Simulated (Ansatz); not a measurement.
`CB[SiH3]` + HCl → `[SiH3]BCl` + CH₄ at 400 K and 1 bar (ligand exchange at a B–C bond).

Gas-phase electronic energies from Ansatz, PBE0-D4/def2-TZVP geometries. CCSD(T)/CBS adds triple-zeta CCSD(T) − MP2 to the extrapolated MP2 energy (def2 sets, frozen cores). This one scheme is used for every species.

| species | CCSD(T)/CBS energy (Eh) | H − E (kJ/mol) | S (J/(mol·K)) |
| --- | --- | --- | --- |
| `CB[SiH3]` | -356.10570 | 218.4 | 345.4 |
| HCl | -460.38127 | 29.6 | 195.4 |
| `[SiH3]BCl` | -776.06195 | 123.7 | 335.4 |
| CH₄ | -40.46206 | 131.3 | 197.2 |

H − E and S are ideal-gas, rigid-rotor, harmonic terms from PBE0-D4/def2-TZVP, for one conformer and one mirror image of each species. 1 Eh = 2625.50 kJ/mol, R = 8.31446 J/(mol·K).

Q: By hand: ΔE, ΔH, ΔS and ΔG.

A: ΔE = (-776.06195) + (-40.46206) − (-356.10570) − (-460.38127) = -0.03704 Eh = -97.2 kJ/mol. Δ(H − E) = 123.7 + 131.3 − 218.4 − 29.6 = 7.0, so ΔH = -90.2 kJ/mol. ΔS = 335.4 + 197.2 − 345.4 − 195.4 = -8.2 J/(mol·K). ΔG = -90.2 − 400 × (-8.2)/1000 = -86.9 kJ/mol.

Q: By hand: the equilibrium constant, and the temperature at which ΔG would vanish if ΔH and ΔS stayed fixed.

A: log₁₀ K = −ΔG/(RT ln 10) = 11.3. ΔG = 0 at ΔH/ΔS = 11000 K, far beyond where these terms or the molecules hold.

The number of gas molecules stays the same, so ΔS is small and ΔH decides. A doubt of 5 kJ/mol in ΔE shifts log₁₀ K by 0.7 here. Other conformers and mirror images would add mixing entropy, several J/(mol·K) or more a flexible species. Modes under 60 cm⁻¹, often nearly free rotors, make the harmonic entropy too high. These are equilibria of isolated gas molecules and say nothing of rates. Largest T1 diagnostic: 0.014 (customary marks: 0.02 for closed shells, 0.045 for open ones).
